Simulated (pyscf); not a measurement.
Homolytic dissociation enthalpies at 298 K of C–Si, C–Sn bonds in 8 gas-phase molecules, in kcal/mol. Optimised with ωB97X-D3(BJ)/def2-SVP in PySCF. Both columns use the same structures and thermal terms. Rows were drawn at random from the closed-shell molecules with such a bond whose radicals are computed, keep their shape and have no isomer in the data more than 5 kcal/mol lower.

```csv
row,molecule,radicals,r²SCAN/def2-TZVP,ωB97M-D3(BJ)/def2-TZVP
1,H₃C–CH(CH₃)–Si(Cl)(Cl)–Cl,H₃C–CH•–CH₃ + Cl–Si•(Cl)–Cl,77.0,88.4
2,HO–Al(OH)–CH₂–SiH₃,•H₂C–Al(OH)–OH + SiH₃•,79.7,87.5
3,H₃C–CH₂–SiH₂–SiH₃,•H₂C–CH₃ + •H₂Si–SiH₃,72.5,81.8
4,H₃C–Si(CH₃)(CH₃)–CH₃,CH₃• + H₃C–Si•(CH₃)–CH₃,84.6,94.0
5,H₃C–Sn(F)(F)–F,CH₃• + F–Sn•(F)–F,63.9,70.4
6,H₃C–Si(SiH₃)(SiH₃)–SiH₃,CH₃• + H₃Si–Si•(SiH₃)–SiH₃,72.1,80.6
7,H₃C–CH₂–Si(OH)(OH)–OH,•H₂C–CH₃ + HO–Si•(OH)–OH,83.8,94.6
8,HO–SiH₂–C(F)(F)–F,HO–SiH₂• + F–C•(F)–F,79.9,?
```

Q: Fit a line that carries the r²SCAN values to the last column and predict row 8.

A: In the 7 complete rows the last column lies 6.5 to 11.4 kcal/mol from r²SCAN (mean 9.1, median 9.3). Least squares gives y = -1.6 + 1.14·x with residuals of 1.2 kcal/mol (root mean square). For row 8: -1.6 + 1.14 × 79.9 = 89.5 kcal/mol. The computed value is 89.1 kcal/mol, 0.4 under the line. Elements past Kr carry the def2 core potentials, without spin-orbit coupling.
